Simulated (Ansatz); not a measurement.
**BSiH+ (doublet): wave-function methods side by side, cc-pVTZ**

Aim: climb from Hartree-Fock through coupled cluster and multireference methods for BSiH+ (doublet) at one geometry and basis, and see what each rung misses.

Computed with Ansatz 0.2.0, Gaussian basis. Level: cc-pVTZ, core rule «outside noble gas», up to 6 orbitals frozen.

The runs, in order: UHF; CCSD(T) on ROHF; CCSD(T) on UHF; BCCD(T) on ROHF; CCSDT(Q) on ROHF; CCSDT(Q) on UHF; CASSCF and MRCISD+Q, 7 electrons in 9 orbitals; CASSCF and NEVPT2, 7 electrons in 9 orbitals.

14 further runs of the same task are left out: 5 that didn't finish, 9 set aside as unsound or not needed.

## (1) The geometry

The geometry is a PBE0/def2-TZVP stationary point (not a proven minimum) of the parent state, kept for this charge and spin.

3 atoms, charge 1, spin multiplicity 2.

Atoms are counted from 1 here; the program's logs count them from 0.

Bond lengths: Si1–B2 1.895 Å, B2–H3 1.186 Å. Angles: Si1–B2–H3 180.0°.

In the tables R marks a restricted open-shell determinant and U an unrestricted one; 'valence' is the active space of 7 electrons in 9 orbitals; energies count from the table's Hartree-Fock row.

## (2) UHF

File in.yaml:

```yaml
crystal:
  periodic: [false, false, false]
  atoms:
    - {symbol: Si, position_ang: [0.000000, 0.000000, 1.658754]}
    - {symbol: B, position_ang: [0.000000, 0.000000, -0.236394]}
    - {symbol: H, position_ang: [0.000000, 0.000000, -1.422360]}
basis:
  gaussian: {orbitals: cc-pVTZ}
total_charge: 1
magnetization: {spin_polarized: true, initial_magnetization: 1}
hamiltonian: {xc: hf}
output: {orbitals: {seedname: orbitals}}
```

The run is started by

```bash
ansatz run in.yaml --threads 1 --pin off --events-out ev --progress --plain --max-ram 2393MiB
```

Output:

```text
Functional definition: HF
  name "HF"
  cite "Fock, Z. Phys. 61, 126 (1930) doi:10.1007/BF01340294"
  parent pbe
  exchange = exact_x
  correlation = 0
668 factors; their error is unknown
mean field evaluation 1: about -8538.2135 eV, gradient 8.8e0 eV
mean field evaluation 2: about -8538.9313 eV, gradient 2.6e0 eV
mean field evaluation 4: about -8539.0174 eV, gradient 1.8e-1 eV
mean field evaluation 8: about -8539.2146 eV, gradient 4.6e-4 eV
mean field evaluation 16: about -8539.2718 eV, gradient 4.5e-1 eV
mean field evaluation 32: about -8539.2146 eV, gradient 1.1e-5 eV
mean field evaluation 64: about -8539.1573 eV, gradient 8.0e-1 eV
mean field evaluation 96: about -8538.0822 eV, gradient 1.4e-1 eV
mean field -8539.31110211 eV, -313.8138948497 hartree, gradient 1.2e-5 eV, S^2 1.184528; 3 other end points of the search recorded, 0 dependent functions left out
reference -8539.31110211 eV, -313.8138948497 hartree; 10, 9 occupied and 68, 69 virtual orbitals, 668 factors
Total energy: -8539.31110211 eV, -313.8138948497 hartree
```

It took 8.5 s on 1 thread of Intel Xeon at 2.50GHz, shared host.

From the report: ⟨S²⟩ of the determinant 1.185 (pure doublet: 0.75).

## (3) CCSD(T) on ROHF

Changes to in.yaml since step 2:

```diff
@@ -9,4 +9,3 @@
 total_charge: 1
-magnetization: {spin_polarized: true, initial_magnetization: 1}
-hamiltonian: {xc: hf}
-output: {orbitals: {seedname: orbitals}}
+magnetization: {spin_polarized: false, initial_magnetization: 1}
+correlation: {method: ccsd_t, electrons: outside_noble_gas}
```

The command is unchanged.

Output, shortened:

```text
Functional definition: HF
  name "HF"
  cite "Fock, Z. Phys. 61, 126 (1930) doi:10.1007/BF01340294"
  parent pbe
[...]
458 factors; integrals over basis functions are off by at most 1.6e-3 eV
[...]
mean field -8539.13608445 eV, -313.8074630693 hartree, gradient 2.9e-6 eV, S^2 0.750000; 3 other end points of the search recorded, 0 dependent functions left out
[...]
determinant -8539.13608445 eV, -313.8074630693 hartree, with singles and doubles -8543.80115005 eV, -313.9789010680 hartree
determinant -8536.88379064 eV, -313.7246927985 hartree, with singles and doubles -8541.83278434 eV, -313.9065649624 hartree
6 core orbitals not correlated: weight in the atoms' cores, before any rotation towards them, 1.000 or more for the frozen orbitals, at most 0.000 for the correlated occupied ones
reference -8539.13608445 eV, -313.8074630693 hartree; 4, 3 occupied and 68, 69 virtual orbitals, 458 factors
second order -3.61589758 eV of doubles, -0.04519028 eV of singles
cycle   1  -4.53666456 eV  change   -2.8e-1 eV  update   2.2e-2
[...]
cycle  10  -4.55166456 eV  change    1.1e-6 eV  update   2.5e-6
perturbative correction -0.15645124 eV, -0.0057494769 hartree
Total energy: -8543.84420025 eV, -313.9804831335 hartree
```

Run time: 17 s. Hardware: 1 thread of Intel Xeon at 2.50GHz, shared host.

From the report: correlation -4.7081 eV; T1 0.017; largest double amplitude 0.08.

## (4) CCSD(T) on UHF

Changes to in.yaml since step 3:

```diff
@@ -9,3 +9,3 @@
 total_charge: 1
-magnetization: {spin_polarized: false, initial_magnetization: 1}
+magnetization: {spin_polarized: true, initial_magnetization: 1}
 correlation: {method: ccsd_t, electrons: outside_noble_gas}
```

The command is unchanged.

Output, shortened:

```text
Functional definition: HF
  name "HF"
  cite "Fock, Z. Phys. 61, 126 (1930) doi:10.1007/BF01340294"
  parent pbe
[...]
458 factors; integrals over basis functions are off by at most 1.6e-3 eV
[...]
mean field -8539.31138390 eV, -313.8139052052 hartree, gradient 4.2e-6 eV, S^2 1.184528; 13 other end points of the search recorded, 0 dependent functions left out
determinant -8539.31138390 eV, -313.8139052052 hartree, with singles and doubles -8543.71675417 eV, -313.9757995766 hartree
determinant -8538.08608772 eV, -313.7688764011 hartree, with singles and doubles -8542.42480190 eV, -313.9283212064 hartree
determinant -8537.95477907 eV, -313.7640508971 hartree, with singles and doubles -8542.36204843 eV, -313.9260150589 hartree
determinant -8537.29152538 eV, -313.7396767738 hartree, with singles and doubles -8541.77821399 eV, -313.9045595390 hartree
determinant -8536.99254434 eV, -313.7286894229 hartree, with singles and doubles -8541.84139576 eV, -313.9068814261 hartree
determinant -8539.21488786 eV, -313.8103590412 hartree, with singles and doubles -8543.79331318 eV, -313.9786130683 hartree
6 core orbitals not correlated: weight in the atoms' cores, before any rotation towards them, 1.000 or more for the frozen orbitals, at most 0.000 for the correlated occupied ones
reference -8539.31138390 eV, -313.8139052052 hartree; 4, 3 occupied and 68, 69 virtual orbitals, 458 factors
second order -3.30365917 eV of doubles, -0.00000000 eV of singles
cycle   1  -4.30413482 eV  change   -3.0e-1 eV  update   2.6e-2
[...]
cycle  14  -4.36103287 eV  change    1.6e-6 eV  update   6.9e-6
perturbative correction -0.16035195 eV, -0.0058928255 hartree
Total energy: -8543.83276872 eV, -313.9800630326 hartree
```

Run time: 34 s. Hardware: 1 thread of Intel Xeon at 2.50GHz, shared host; peak memory 0.25 GiB.

From the report: ⟨S²⟩ of the determinant 1.185 (pure doublet: 0.75); correlation -4.5214 eV; T1 0.099; largest double amplitude 0.09.

## (5) BCCD(T) on ROHF

Changes to in.yaml since step 4:

```diff
@@ -9,3 +9,3 @@
 total_charge: 1
-magnetization: {spin_polarized: true, initial_magnetization: 1}
-correlation: {method: ccsd_t, electrons: outside_noble_gas}
+magnetization: {spin_polarized: false, initial_magnetization: 1}
+correlation: {method: bccd_t, electrons: outside_noble_gas}
```

Same command.

Output, shortened:

```text
Functional definition: HF
  name "HF"
  cite "Fock, Z. Phys. 61, 126 (1930) doi:10.1007/BF01340294"
  parent pbe
[...]
458 factors; integrals over basis functions are off by at most 1.6e-3 eV
[...]
mean field -8539.13608445 eV, -313.8074630693 hartree, gradient 2.9e-6 eV, S^2 0.750000; 3 other end points of the search recorded, 0 dependent functions left out
[...]
determinant -8539.13608445 eV, -313.8074630693 hartree, with singles and doubles -8543.80115005 eV, -313.9789010680 hartree
determinant -8536.88379064 eV, -313.7246927985 hartree, with singles and doubles -8541.83278434 eV, -313.9065649624 hartree
6 core orbitals not correlated: weight in the atoms' cores, before any rotation towards them, 1.000 or more for the frozen orbitals, at most 0.000 for the correlated occupied ones
reference -8539.13608445 eV, -313.8074630693 hartree; 4, 3 occupied and 68, 69 virtual orbitals, 458 factors
second order -3.61589758 eV of doubles, -0.04519028 eV of singles
cycle   1  -4.53847241 eV  change   -2.8e-1 eV  update   2.2e-2
[...]
cycle  10  -4.55053588 eV  change    1.2e-6 eV  update   2.6e-6
perturbative correction -0.15780751 eV, -0.0057993189 hartree
Total energy: -8543.84442784 eV, -313.9804914972 hartree
```

It took 17 s on 1 thread of Intel Xeon at 2.50GHz, shared host; peak memory 0.31 GiB.

From the report: correlation -4.7083 eV; largest double amplitude 0.08.

## (6) CCSDT(Q) on ROHF

Changes to in.yaml since step 5:

```diff
@@ -10,2 +10,2 @@
 magnetization: {spin_polarized: false, initial_magnetization: 1}
-correlation: {method: bccd_t, electrons: outside_noble_gas}
+correlation: {method: ccsdt_q, electrons: outside_noble_gas}
```

Launched as before.

Output, shortened:

```text
Functional definition: HF
  name "HF"
  cite "Fock, Z. Phys. 61, 126 (1930) doi:10.1007/BF01340294"
  parent pbe
[...]
907 factors; integrals over basis functions are off by at most 1.9e-7 eV
[...]
mean field -8539.13608732 eV, -313.8074631748 hartree, gradient 2.8e-6 eV, S^2 0.750000; 3 other end points of the search recorded, 0 dependent functions left out
[...]
determinant -8539.13608732 eV, -313.8074631748 hartree, with singles and doubles -8543.80116993 eV, -313.9789017986 hartree
determinant -8536.88379303 eV, -313.7246928862 hartree, with singles and doubles -8541.83279955 eV, -313.9065655214 hartree
6 core orbitals not correlated: weight in the atoms' cores, before any rotation towards them, 1.000 or more for the frozen orbitals, at most 0.000 for the correlated occupied ones
reference -8539.13608732 eV, -313.8074631748 hartree; 4, 3 occupied and 68, 69 virtual orbitals, 907 factors
second order -3.61591751 eV of doubles, -0.04519030 eV of singles
cycle   1  -4.26777867 eV  change   -6.1e-1 eV  update   7.6e-2
[...]
cycle  17  -4.74248892 eV  change    7.2e-8 eV  update   5.0e-7
perturbative correction -0.00674039 eV, -0.0002477046 hartree
Total energy: -8543.88531663 eV, -313.9819941328 hartree
```

Run time: 3.3 min. Hardware: 1 thread of Intel Xeon at 2.50GHz, shared host; peak memory 0.91 GiB.

From the report: correlation -4.7492 eV; T1 0.018; largest double amplitude 0.10.

## (7) CCSDT(Q) on UHF

Changes to in.yaml since step 6:

```diff
@@ -9,3 +9,3 @@
 total_charge: 1
-magnetization: {spin_polarized: false, initial_magnetization: 1}
+magnetization: {spin_polarized: true, initial_magnetization: 1}
 correlation: {method: ccsdt_q, electrons: outside_noble_gas}
```

Same command.

Output, shortened:

```text
Functional definition: HF
  name "HF"
  cite "Fock, Z. Phys. 61, 126 (1930) doi:10.1007/BF01340294"
  parent pbe
[...]
907 factors; integrals over basis functions are off by at most 1.9e-7 eV
[...]
mean field -8539.31138733 eV, -313.8139053312 hartree, gradient 4.0e-6 eV, S^2 1.184529; 13 other end points of the search recorded, 0 dependent functions left out
determinant -8539.31138733 eV, -313.8139053312 hartree, with singles and doubles -8543.71677229 eV, -313.9758002424 hartree
determinant -8538.08609173 eV, -313.7688765486 hartree, with singles and doubles -8542.42481360 eV, -313.9283216361 hartree
determinant -8537.95478367 eV, -313.7640510664 hartree, with singles and doubles -8542.36206295 eV, -313.9260155926 hartree
determinant -8537.29152918 eV, -313.7396769134 hartree, with singles and doubles -8541.77823032 eV, -313.9045601390 hartree
determinant -8536.99254734 eV, -313.7286895335 hartree, with singles and doubles -8541.84142088 eV, -313.9068823491 hartree
determinant -8539.21489079 eV, -313.8103591489 hartree, with singles and doubles -8543.79333173 eV, -313.9786137498 hartree
6 core orbitals not correlated: weight in the atoms' cores, before any rotation towards them, 1.000 or more for the frozen orbitals, at most 0.000 for the correlated occupied ones
reference -8539.31138733 eV, -313.8139053312 hartree; 4, 3 occupied and 68, 69 virtual orbitals, 907 factors
second order -3.30367527 eV of doubles, -0.00000000 eV of singles
cycle   1  -3.88510980 eV  change   -5.8e-1 eV  update   8.0e-2
[...]
cycle  32  -4.56516798 eV  change   -1.6e-7 eV  update   4.5e-7
perturbative correction -0.00801144 eV, -0.0002944150 hartree
Total energy: -8543.88456675 eV, -313.9819665751 hartree
```

It took 4.3 min on 1 thread of Intel Xeon at 2.50GHz, shared host; peak memory 0.82 GiB.

From the report: ⟨S²⟩ of the determinant 1.185 (pure doublet: 0.75); correlation -4.5732 eV; T1 0.114; largest double amplitude 0.11.

## (8) CASSCF and MRCISD+Q, 7 electrons in 9 orbitals

Changes to in.yaml since step 7:

```diff
@@ -9,3 +9,3 @@
 total_charge: 1
-magnetization: {spin_polarized: true, initial_magnetization: 1}
-correlation: {method: ccsdt_q, electrons: outside_noble_gas}
+magnetization: {spin_polarized: false, initial_magnetization: 1}
+correlation: {method: fic_mrcisd_q, electrons: outside_noble_gas, active_space: {window: {electrons: 7, orbitals: 9}, shells: [{species: B, l: s, shell: 2}, {species: B, l: p, shell: 2}, {species: H, l: s, shell: 1}, {species: Si, l: s, shell: 3}, {species: Si, l: p, shell: 3}]}}
```

The command is unchanged.

Output, shortened:

```text
Functional definition: HF
  name "HF"
  cite "Fock, Z. Phys. 61, 126 (1930) doi:10.1007/BF01340294"
  parent pbe
[...]
907 factors; integrals over basis functions are off by at most 1.9e-7 eV
[...]
mean field -8539.13608732 eV, -313.8074631748 hartree, gradient 2.8e-6 eV, S^2 0.750000; 2 other end points of the search recorded, 0 dependent functions left out
reference -8539.13608732 eV, -313.8074631748 hartree; 10, 9 occupied and 68, 69 virtual orbitals, 907 factors
state -8541.33240798 eV, -313.8881764702 hartree
contracted CI cycle   1: correlation 0.00000000 eV, 0.0000000000 hartree, residual 1.28e1 eV
contracted CI cycle   2: correlation -2.28336360 eV, -0.0839120646 hartree, residual 2.92e0 eV
contracted CI cycle   3: correlation -2.40448040 eV, -0.0883630250 hartree, residual 7.70e-1 eV
contracted CI cycle   4: correlation -2.41230623 eV, -0.0886506190 hartree, residual 2.14e-1 eV
contracted CI cycle   5: correlation -2.41292238 eV, -0.0886732619 hartree, residual 6.39e-2 eV
contracted CI cycle   6: correlation -2.41297668 eV, -0.0886752575 hartree, residual 1.83e-2 eV
contracted CI cycle   7: correlation -2.41298108 eV, -0.0886754190 hartree, residual 4.99e-3 eV
contracted CI cycle   8: correlation -2.41298139 eV, -0.0886754306 hartree, residual 1.34e-3 eV
contracted CI cycle   9: correlation -2.41298142 eV, -0.0886754315 hartree, residual 3.61e-4 eV
state -8541.33240798 eV, -313.8881764702 hartree; corrected -8543.86580854 eV, -313.9812772236 hartree
Total energy: -8543.86580854 eV, -313.9812772236 hartree
Checks for a lower state left out: starts, orbital_swaps
```

Wall time 22 s (1 thread of Intel Xeon at 2.50GHz, shared host); peak memory 0.46 GiB.

From the report: 2,652 determinants; active occupations 1.98, 1.96, 1.89, 1.00, 0.07, 0.04, 0.03, 0.02, 0.02.

## (9) CASSCF and NEVPT2, 7 electrons in 9 orbitals

File in.yaml:

```yaml
crystal:
  periodic: [false, false, false]
  atoms:
    - {symbol: Si, position_ang: [0.000000, 0.000000, 1.658754]}
    - {symbol: B, position_ang: [0.000000, 0.000000, -0.236394]}
    - {symbol: H, position_ang: [0.000000, 0.000000, -1.422360]}
basis:
  gaussian: {orbitals: cc-pVTZ}
total_charge: 1
magnetization: {spin_polarized: false, initial_magnetization: 1}
correlation: {method: sc_nevpt2, electrons: outside_noble_gas, active_space: {window: {electrons: 7, orbitals: 9}, shells: [{species: B, l: s, shell: 2}, {species: B, l: p, shell: 2}, {species: H, l: s, shell: 1}, {species: Si, l: s, shell: 3}, {species: Si, l: p, shell: 3}]}}
```

Launched as before.

Output:

```text
Functional definition: HF
  name "HF"
  cite "Fock, Z. Phys. 61, 126 (1930) doi:10.1007/BF01340294"
  parent pbe
  exchange = exact_x
  correlation = 0
907 factors; integrals over basis functions are off by at most 1.9e-7 eV
mean field evaluation 1: about -8538.3944 eV, gradient 1.2e1 eV
mean field evaluation 2: about -8538.3964 eV, gradient 1.2e1 eV
mean field evaluation 4: about -8539.1282 eV, gradient 1.1e0 eV
mean field evaluation 8: about -8539.1361 eV, gradient 8.3e-4 eV
mean field evaluation 16: about -8539.1361 eV, gradient 2.0e-6 eV
mean field -8539.13608732 eV, -313.8074631748 hartree, gradient 2.8e-6 eV, S^2 0.750000; 2 other end points of the search recorded, 0 dependent functions left out
reference -8539.13608732 eV, -313.8074631748 hartree; 10, 9 occupied and 68, 69 virtual orbitals, 907 factors
state -8541.33240798 eV, -313.8881764702 hartree
state -8541.33240798 eV, -313.8881764702 hartree; corrected -8543.21560309 eV, -313.9573826139 hartree
Total energy: -8543.21560309 eV, -313.9573826139 hartree
Checks for a lower state left out: starts, orbital_swaps
```

Run time: 13 s. Hardware: 1 thread of Intel Xeon at 2.50GHz, shared host.

From the report: 2,652 determinants; active occupations 1.98, 1.96, 1.89, 1.00, 0.07, 0.04, 0.03, 0.02, 0.02.

## (10) Natural occupations

Natural occupations of the CASSCF valence state about the gap (report; correlated orbitals 1 to 9): 1.980, 1.958, 1.889, 0.997, 0.074, 0.036, 0.025, 0.023, 0.017. The count of effectively unpaired electrons, Σ n²(2 − n)², is 1.08; a single determinant of this spin has 1.

## (11) The ladder

The yardstick is UCCSDT(Q), where the cluster series has nearly closed. Rows without a time come out of other runs: HF, MP2 and CCSD of CCSD(T), CCSDT of CCSDT(Q), CASSCF and MRCISD of the multireference runs.

Differences are taken before rounding.

```csv
method,energy from the lowest RHF (meV),from UCCSDT(Q) (meV),time
RHF,0.0,+4748.5,
UHF,-175.3,+4573.2,
RMP2,-3661.1,+1087.4,
UMP2,-3479.0,+1269.5,
RCCSD,-4551.7,+196.8,
UCCSD,-4536.3,+212.1,
RCCSD(T),-4708.1,+40.4,17 s
UCCSD(T),-4696.7,+51.8,34 s
BCCD(T),-4708.3,+40.1,17 s
RCCSDT,-4742.5,+6.0,
UCCSDT,-4740.5,+8.0,
RCCSDT(Q),-4749.2,-0.7,3.3 min
UCCSDT(Q),-4748.5,0,4.3 min
CASSCF valence,-2196.3,+2552.2,
NEVPT2 valence,-4079.5,+669.0,13 s
MRCISD valence,-4609.3,+139.2,
MRCISD+Q valence,-4729.7,+18.8,22 s
```

Among the levels timed on like hardware and quicker than the yardstick, those that no quicker one beats, quickest first: NEVPT2 valence (13 s, +669.0 meV); BCCD(T) (17 s, +40.1 meV); MRCISD+Q valence (22 s, +18.8 meV); RCCSDT(Q) (3.3 min, -0.7 meV).

## (12) Summary of results

| quantity | value |
| --- | --- |
| UCCSDT(Q) below the RHF energy | -4.7485 eV |
| RMP2 from UCCSDT(Q) | +1087.4 meV |
| UMP2 from UCCSDT(Q) | +1269.5 meV |
| RCCSD from UCCSDT(Q) | +196.8 meV |
| RCCSD(T) from UCCSDT(Q) | +40.4 meV |
| UCCSD(T) from UCCSDT(Q) | +51.8 meV |
| RCCSDT(Q) from UCCSDT(Q) | -0.7 meV |
| NEVPT2 valence from UCCSDT(Q) | +669.0 meV |
| MRCISD+Q valence from UCCSDT(Q) | +18.8 meV |
| levels within 1 kcal/mol (43 meV) | RCCSD(T), BCCD(T), RCCSDT, UCCSDT, RCCSDT(Q), MRCISD+Q valence |
| T1 diagnostic | 0.017 |
| effectively unpaired electrons | 1.08 |

In words: RCCSD(T) lands +40.4 meV from the yardstick (0.9 % of the correlation energy). One determinant dominates. Of the multireference levels listed MRCISD+Q valence comes nearest in total energy (+18.8 meV), which doesn't show that its space is the better one. These misses are within one basis, not against nature; the frozen cores of restricted and unrestricted runs differ, which can shift their rows.

RCCSDT(Q) reaches 0.7 meV from the reference in 3.3 min, where UCCSDT(Q) took 4.3 min; the quickest level in the cost chart, NEVPT2 valence, takes 13 s and misses by 669.0 meV.
